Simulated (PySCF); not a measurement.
Gas-phase reaction: B2H6 + Cl2 ⇌ 2 BH2Cl + H2

Energies from PySCF (xtb for GFN2), thermal terms from the rigid-rotor harmonic-oscillator model, ideal gas at 1 bar. † marks an energy on the PBE0/def2-TZVP geometry and frequencies; other levels use their own. MP2 and CCSD(T) freeze the core. All species are closed-shell singlets. BH2Cl: computed as isolated molecules; such fragments, hydroxides, amides, oligomers or adducts are transient or little studied in the gas. MP2 isn't extrapolated to the basis-set limit; its ΔH°(298 K) is -253.8 kJ in def2-SVP and -217.2 kJ in def2-TZVPP. CCSD(T) isn't extrapolated to the basis-set limit; its ΔH°(298 K) is -242.2 kJ in def2-SVP and -207.2 kJ in def2-TZVPP. The harmonic model lacks anharmonicity and excited electronic states, which grow with temperature; levels with a mode under 35 cm⁻¹ are left out.

```tsv
level	ΔE electronic, kJ	ΔH°(298 K), kJ	ΔS°(298 K), J/K	ΔG°(600 K), kJ
CCSD(T)/def2-TZVPP†	-184	-207	144	-295
GFN2-xTB	-138	-158	142	-245
MP2/def2-SVP†	-231	-254	144	-342
PBE/def2-TZVP†	-144	-167	144	-255
PBE0/def2-QZVP†	-150	-173	144	-261
```
ΔH° is lowest at MP2/def2-SVP† and highest at GFN2-xTB. No reference value is set beside these.
